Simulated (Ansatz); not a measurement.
## Basis-set limit of SiHCl, triplet

```yaml
atoms:
  - { symbol: Cl, position_ang: [0.0000, 0.0000, -1.8613] }
  - { symbol: H, position_ang: [0.0000, 0.0000, 0.2107] }
  - { symbol: Si, position_ang: [0.0000, 0.0000, 1.6507] }
```

Connectivity, by distances: Cl ··· SiH.

Ansatz 0.2.0, UHF determinant, valence electrons correlated. Energies in eV.

```tsv
set	X	functions	Hartree–Fock	MP2 correlation	CCSD(T) correlation	time
def2-TZVPP	3	98	-20378.7146	-6.8461	-8.3930	39 s on 1 × NVIDIA H100 80GB HBM3 with 1 thread of AMD EPYC 7R13 Processor (Zen 3), with other jobs on the host
def2-QZVPP	4	170	-20379.2918	-7.5088	-9.0479	64 s on 1 × NVIDIA H100 80GB HBM3 with 1 thread of AMD EPYC 7R13 Processor (Zen 3), with other jobs on the host
```

Hartree–Fock is taken to follow E(X) = E∞ + A·exp(−7.88·√X), correlation E(X) = E∞ + B·X^−2.97.

Cautions: lower spins were not checked; the determinant is a saddle point.

Task: Work out the CCSD(T) energy at the limit, and how far the shortcut misses it that extrapolates MP2 and adds CCSD(T) minus MP2 from the smaller set.

Result: Hartree–Fock: E∞ = E4 + 0.1377·(E4 − E3) = -20379.3713. Correlation: E∞ = E4 + 0.7407·(E4 − E3) = -9.5330 for CCSD(T) and -7.9997 for MP2. The limit is -20388.9043 eV, 0.565 eV below def2-QZVPP. The shortcut gives a correlation energy of -7.9997 + (-1.5469) = -9.5466, 14 meV lower than the direct value.

Past Ne part of the Hartree–Fock step between the two sets comes from the cores, which don't follow the formula, so the 79 meV that it adds to the total can overshoot; that part largely cancels in differences.
